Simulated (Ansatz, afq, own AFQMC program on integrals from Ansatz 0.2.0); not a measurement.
AFQMC on a folder of integrals that Ansatz 0.2.0 wrote.

```yaml
crystal:
  periodic: [false, false, false]
  atoms:
    - {symbol: Ge, position_ang: [0.000000, 0.000000, 0.613983]}
    - {symbol: Al, position_ang: [0.000000, 0.000000, -1.765313]}
    - {symbol: H, position_ang: [0.000000, -1.261304, 1.503645]}
    - {symbol: H, position_ang: [0.000000, 1.261304, 1.503645]}
basis:
  gaussian: {orbitals: cc-pVDZ}
magnetization: {spin_polarized: true, initial_magnetization: 3}
correlation: {method: ccsd_t, electrons: outside_noble_gas, hamiltonian_folder: ham}
```

```sh
$ ansatz run in.yaml --threads 1 --pin off --events-out ev --progress --plain --max-ram 1382MiB
```

Options of the walk:

```
--method phaseless --trial cisd --walkers 60 --populations 1 --least-time 40 --time-step 0.005 --steps-per-block 50 --equilibration-blocks 28 --max-blocks 300 --target-error 0.00036 --factor-cut 1e-05 --start spin_pure --seed 5763 --release-times 0.24,0.51,0.99,1.62,2.4 --release-step 0.03 --release-every 4 --taylor-order 6
```

Times are imaginary, in 1/Eh. The walk had a cap of 1002 s. Filled inner d shells are frozen with the cores.

Log:

```
orbitals 36  electrons 6 3  factors 283 of 595
reference energy -2318.33391932 Eh
CCSD correlation -0.14108217 Eh in 12 cycles, weight of the determinant in the CISD state 0.8829
energy of the start -2318.474801 Eh
 block  time / (1/Eh)  mean weight  energy / Eh
     1     0.250  0.9988  -2318.473470
     2     0.500  0.9988  -2318.474242
     3     0.750  0.9998  -2318.475024
     4     1.000  1.0003  -2318.476642
     5     1.250  1.0017  -2318.477792
     8     2.000  0.9998  -2318.479950
    13     3.250  0.9996  -2318.478560
    25     6.250  1.0000  -2318.481214
    37     9.250  0.9999  -2318.479167
    49    12.250  1.0002  -2318.480999
    61    15.250  1.0020  -2318.479777
    73    18.250  1.0001  -2318.479468
    85    21.250  1.0002  -2318.479941
    97    24.250  1.0002  -2318.478493
   109    27.250  1.0012  -2318.477552
   121    30.250  0.9988  -2318.481005
   133    33.250  0.9998  -2318.485796
   145    36.250  1.0010  -2318.477686
   157    39.250  1.0004  -2318.479241
   169    42.250  1.0008  -2318.482152
   181    45.250  0.9997  -2318.481166
   185    46.250  1.0003  -2318.479325
blocks merged  error / Eh  count
     1  0.000127  160
     2  0.000156  80
     4  0.000189  40
     8  0.000219  20
    16  0.000230  10
released: time / (1/Eh)  energy / Eh  error  mean overlap
  0.24  -2318.480748  0.000298  0.9900
  0.51  -2318.480717  0.000293  0.9939
  0.99  -2318.481381  0.000322  0.9583
  1.62  -2318.480678  0.000341  0.9842
  2.40  -2318.480217  0.000427  1.0258
energy -2318.480420 +/- 0.000219 Eh
(rows thinned)
```

The run passed its tests (sampling time, drift between the halves within three errors, error under three times the target), which doesn't prove that it has relaxed. The second half of the sampling lies below the first by 1.9 errors of their difference, so the energy may still be moving and its error bar be too small.

Against this walk (error 6.0 meV) on the same determinant: CCSD(T) 22.1 meV higher, CCSDT(Q) 20.3 meV lower. The error is statistical and leaves out the bias of the constraint. Released to 2.40 1/Eh the energy moves by 6 ± 13 meV (both errors), within twice the noise. CCSDT(Q) is the surest value here, so the walk's 20 meV above it is most likely the bias of the constraint with this trial, which can have either sign.

Cautions: constraint bias not in the error; no relativity below Rb; no spin-orbit coupling; inner d shell frozen; lower spins were not checked.

The walk took 2.2 min on 1 thread of Intel(R) Xeon(R) 6975P-C (Granite Rapids), with other jobs on the host. The log's last line is the phaseless energy.

CCSDT and higher add their correlation energy to the determinant of the CCSD(T) run, since their own runs factorise the integrals more tightly (a shift of under 2 meV). A walk keeps the symmetry of its determinant, which the program's search chose and which needn't be the lowest solution, so a lower state of the same spin and another symmetry isn't excluded.
